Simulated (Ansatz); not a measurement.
# CHSi₂+ (triplet): from Hartree-Fock to the top rungs, cc-pVDZ

The task here is to estimate one member of a computed series from the others.

Method: cc-pVDZ, core rule «outside noble gas», up to 11 orbitals frozen; program: Ansatz 0.2.0, Gaussian basis.

The runs, in order: UHF; CCSD(T) on ROHF; CCSD(T) on UHF; BCCD(T) on ROHF; CISD as a restricted active space (open shells left free, so some higher excitations enter); CCSDT(Q) on ROHF; CCSDT(Q) on UHF; CASSCF and NEVPT2, 10 electrons in 10 orbitals.

16 further runs of the same task are left out: 8 that didn't finish, 8 set aside as unsound or not needed. Runs told in other sessions of the task aren't counted.

### The system

The geometry is a PBE0/def2-TZVP stationary point (not a proven minimum) of the parent state, kept for this charge and spin.

4 atoms, charge 1, spin multiplicity 3.

Atoms are counted from 1 here; the program's logs count them from 0.

Bond lengths: C1–Si2 1.725 Å, C1–Si3 1.746 Å, Si2–Si3 2.432 Å, Si2–H4 1.504 Å. Angles: Si2–C1–Si3 89.0°, C1–Si2–Si3 45.9°, C1–Si2–H4 124.2°, Si3–Si2–H4 170.0°, C1–Si3–Si2 45.2°.

As a file:

```
C     0.0000   -1.0197   -0.0221
Si    0.0000    0.2245    1.1730
Si    0.0000    0.2126   -1.2589
H     0.0000   -0.0288    2.6552
```

The first run:

in.yaml reads:

```yaml
crystal:
  periodic: [false, false, false]
  atoms:
    - {symbol: C, position_ang: [0.000000, -1.019685, -0.022090]}
    - {symbol: Si, position_ang: [0.000000, 0.224506, 1.173019]}
    - {symbol: Si, position_ang: [0.000000, 0.212592, -1.258864]}
    - {symbol: H, position_ang: [0.000000, -0.028750, 2.655246]}
basis:
  gaussian: {orbitals: cc-pVDZ}
total_charge: 1
magnetization: {spin_polarized: true, initial_magnetization: 2}
hamiltonian: {xc: hf}
output: {orbitals: {seedname: orbitals}}
```

Started as:

```
ansatz run in.yaml --threads 1 --pin off --events-out ev --progress --plain --max-ram 2393MiB
```

Among the steps run: UHF; CCSD(T) on ROHF; CCSD(T) on UHF; BCCD(T) on ROHF; CISD as a restricted active space (open shells left free, so some higher excitations enter); CCSDT(Q) on ROHF; CCSDT(Q) on UHF; CASSCF and NEVPT2, 10 electrons in 10 orbitals.

One of the session's tables, all rows but one given; the rest of the session is left out.

```
         method  from RCCSDT(Q) (kcal/mol)
           ROHF                    +199.24
            UHF                    +186.98
           RMP2                     +35.42
           UMP2                     +37.44
           CISD                     +35.01
          RCCSD                          ?
          UCCSD                     +12.86
       RCCSD(T)                      +2.32
       UCCSD(T)                      +2.60
        BCCD(T)                      +2.18
         RCCSDT                      +1.14
         UCCSDT                      +1.09
      RCCSDT(Q)                          0
      UCCSDT(Q)                      -0.08
CASSCF frontier                    +127.11
NEVPT2 frontier                     +32.99
```

Estimate the missing values for RCCSD.

As computed: from RCCSDT(Q) (kcal/mol): +13.13. In the column «from RCCSDT(Q) (kcal/mol)» it lies between UCCSD (+12.86) and NEVPT2 frontier (+32.99).

To keep in mind: Warnings: spin contamination; large T1 diagnostic. Restricted and unrestricted rows rest on different reference determinants; a gap between their highest levels can come from leftover correlation error, from unlike frozen cores or from another state.
